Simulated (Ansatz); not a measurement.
A calculation on In2O3 (Ia-3, No. 206) returned lattice constant a 10.289 Å, cohesive energy 4.36 eV/atom.

For reference: lattice constant a 10.117 Å (measured, temperature not stated, no zero-point or thermal correction; as tabulated in Wikipedia's data pages).

### Question
Which level of theory produced these numbers?
(A) LDA (Ansatz, a program for electronic structure)
(B) PBE-D3(BJ) (Ansatz)
(C) PBE (Ansatz)
(D) r²SCAN+rVV10 (Ansatz)

### Answer
C, PBE (Ansatz)

The others give: r²SCAN+rVV10 10.131 Å, 4.68 eV/atom; LDA 10.061 Å, 5.40 eV/atom; PBE-D3(BJ) 10.228 Å, 4.57 eV/atom.

Unless a cell is named, each level is at its own relaxed cell.

Caveats: the relaxation could not lower the start's symmetry, so the cell can be a saddle point above a distorted one (r²SCAN+rVV10, LDA, PBE-D3(BJ), PBE). Ansatz's density-functional and Hartree–Fock values are scalar-relativistic unless marked +SOC, with PAW data made under PBE.
